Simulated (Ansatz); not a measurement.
**SiO₂ (triplet): from Hartree-Fock to the top rungs, def2-QZVPP**

One table from this session's results is given with a row withheld; the runs are named, their logs left out.

Computed with Ansatz 0.2.0, Gaussian basis. Level: def2-QZVPP, core rule «outside noble gas», up to 7 orbitals frozen.

To be run: UHF; ROHF; CCSD(T) on UHF.

2 further runs of the same task are left out: 2 set aside as unsound or not needed.

**The geometry**

The geometry is a PBE0/def2-TZVP stationary point (not a proven minimum) of the parent state, kept for this charge and spin.

3 atoms, charge 0, spin multiplicity 3.

Atoms are counted from 1 here; the program's logs count them from 0.

Bond lengths: O1–O2 1.302 Å, O2–Si3 1.542 Å. Angles: O1–O2–Si3 180.0°.

The first run:

The input, in.yaml:

```yaml
crystal:
  periodic: [false, false, false]
  atoms:
    - {symbol: O, position_ang: [0.000000, 0.000000, -1.382200]}
    - {symbol: O, position_ang: [0.000000, 0.000000, -0.079800]}
    - {symbol: Si, position_ang: [0.000000, 0.000000, 1.462000]}
basis:
  gaussian: {orbitals: "def2-QZVPP.json"}
magnetization: {spin_polarized: true, initial_magnetization: 2}
hamiltonian: {xc: hf}
output: {orbitals: {seedname: orbitals}}
```

Run with:

```bash
> ansatz run in.yaml --threads 1 --pin off --events-out ev --progress --plain --max-ram 2393MiB
```

Steps of the session up to this table: UHF; ROHF; CCSD(T) on UHF.

One table of the session follows, with a row left open; its other results are not shown here.

```
  method  from UCCSD(T) (kcal/mol)
    ROHF                   +372.56
     UHF                   +364.92
    UMP2                         ?
   UCCSD                    +15.42
UCCSD(T)                         0
```

Estimate the missing values for UMP2.

**Answer.** from UCCSD(T) (kcal/mol): +29.00. In the column «from UCCSD(T) (kcal/mol)» it lies between UCCSD (+15.42) and UHF (+364.92).
